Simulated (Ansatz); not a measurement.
Input file:

```yaml
crystal:
  periodic: [false, false, false]
  atoms:
    - {symbol: Co, position_ang: [0.000000, 0.000000, 0.000000]}
    - {symbol: Ge, position_ang: [0.000000, 0.000000, 2.312000]}
basis:
  gaussian: {orbitals: def2-SVP}
total_charge: 1
magnetization: {spin_polarized: true, initial_magnetization: 2}
hamiltonian: {xc: {name: wB97M-V}}
output: {orbitals: {seedname: orbitals}}
```

```sh
$ ansatz run in.yaml --threads 1 --pin off --events-out ev --progress --plain --max-ram 2393MiB
```

Log:

```
  # Of w^i u^j: cxij and so on, Table III.
  gx(w, u) = 1 - cx + cx01*u + cx10*w
  gss(w, u) = css00 + css04*u^4 + css10*w + css20*w^2 + css43*w^4*u^3
  gos(w, u) = cos00 + cos10*w + (cos20 + cos21*u)*w^2 + (cos60 + cos61*u)*w^6
      + integral(e_c_pw_mod_opposite_spin*gos(b97_w_opposite, b97_u_opposite)) + vv10(b, c)
648 factors; integrals over basis functions are off by at most 6.7e-4 eV
126 factors; integrals over basis functions are off by at most 7.3e-5 eV
mean field evaluation 1: about -94024.3665 eV, gradient 1.5e2 eV
mean field evaluation 2: about -93302.1142 eV, gradient 3.4e2 eV
mean field evaluation 4: about -94115.4643 eV, gradient 2.9e1 eV
mean field evaluation 8: about -94118.9219 eV, gradient 1.1e0 eV
mean field evaluation 16: about -94119.0063 eV, gradient 8.8e-3 eV
mean field evaluation 32: about -94119.0063 eV, gradient 4.0e-5 eV
mean field -94119.00634604 eV, -3458.8096870631 hartree, gradient 7.3e-6 eV, S^2 2.084090; 3 other end points of the search recorded, 0 dependent functions left out
reference -94119.00638814 eV, -3458.8096886101 hartree; 30, 28 occupied and 33, 35 virtual orbitals, 648 factors
Total energy: -94119.00638814 eV, -3458.8096886101 hartree
```

Ran on 1 thread of Intel Xeon 6975P-C, shared host: 14 s wall, 0.32 GiB peak host memory.
